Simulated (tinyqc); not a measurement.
Worked calculation: RKS/B3LYP (VWN-RPA form) in the sto-6g basis, for H2O, spin multiplicity 1. One step of it, computed by the program tinyqc.

Question. Iteration 1: diagonalisation and new density. Diagonalise F' = X^T F X, C = X C', fill 5 alpha and 5 beta electrons from the bottom; D = 2 C_occ C_occ^T. Each column has its largest component positive (the first on a tie).

Kohn-Sham matrix F (hartree), lower triangle:
```
             1O 1s      1O 2s     1O 2px     1O 2py     1O 2pz      2H 1s      3H 1s
1O 1s   -19.192366
1O 2s    -4.690051  -2.044415
1O 2px    0.000000   0.000000  -0.222573
1O 2py    0.000282   0.003730   0.000000  -0.283586
1O 2pz   -0.004861  -0.067025   0.000000   0.002892  -0.275369
2H 1s    -0.817696  -0.661435   0.000000  -0.213840  -0.222688  -0.321721
3H 1s    -0.871279  -0.693946   0.000000   0.222160  -0.229520  -0.258543  -0.342088
```

X, lower triangle:
```
            1O 1s      1O 2s    1O 2px     1O 2py     1O 2pz      2H 1s     3H 1s
1O 1s    1.022377
1O 2s   -0.133104   1.163605
1O 2px   0.000000   0.000000  1.000000
1O 2py   0.000317  -0.004545  0.000000   1.067752
1O 2pz  -0.007821   0.083028  0.000000  -0.002312   1.048297
2H 1s    0.017000  -0.219090  0.000000  -0.168093  -0.128741   1.134422
3H 1s    0.017680  -0.234580  0.000000   0.175132  -0.136090  -0.081295  1.146865
```

Give: F' = X^T F X; orbital energies; coefficients C; D after iteration 1.

Answer.

F' = X^T F X (hartree), lower triangle:
```
         1       2       3       4       5       6       7
1  -18.875
2   -2.402  -1.100
3    0.000   0.000  -0.223
4    0.000  -0.002   0.000  -0.168
5   -0.023   0.050   0.000  -0.001  -0.192
6   -0.120  -0.299   0.000  -0.226  -0.180  -0.030
7   -0.134  -0.319   0.000   0.234  -0.189  -0.085  -0.025
```

orbital energies (hartree): MO1 -19.196, MO2 -0.980, MO3 -0.400, MO4 -0.342, MO5 -0.223, MO6 0.238, MO7 0.291

coefficients C:
```
           MO1     MO2     MO3     MO4    MO5     MO6     MO7
1O 1s    0.996  -0.233  -0.005   0.077  0.000   0.102   0.025
1O 2s    0.018   0.908   0.029  -0.416  0.000  -0.674  -0.169
1O 2px   0.000   0.000   0.000   0.000  1.000   0.000   0.000
1O 2py   0.000  -0.005   0.728   0.030  0.000  -0.173   0.799
1O 2pz   0.002   0.083  -0.032   0.787  0.000  -0.698  -0.161
2H 1s   -0.004   0.116   0.352   0.293  0.000   0.883  -0.620
3H 1s   -0.004   0.123  -0.370   0.261  0.000   0.548   0.951
```

D after iteration 1, lower triangle:
```
         1O 1s   1O 2s  1O 2px  1O 2py  1O 2pz   2H 1s  3H 1s
1O 1s    2.105
1O 2s   -0.453   1.997
1O 2px   0.000   0.000   2.000
1O 2py  -0.001   0.008   0.000   1.062
1O 2pz   0.087  -0.507   0.000   0.000   1.255
2H 1s   -0.019  -0.013   0.000   0.530   0.457   0.446
3H 1s   -0.021  -0.015   0.000  -0.524   0.455  -0.079  0.441
```
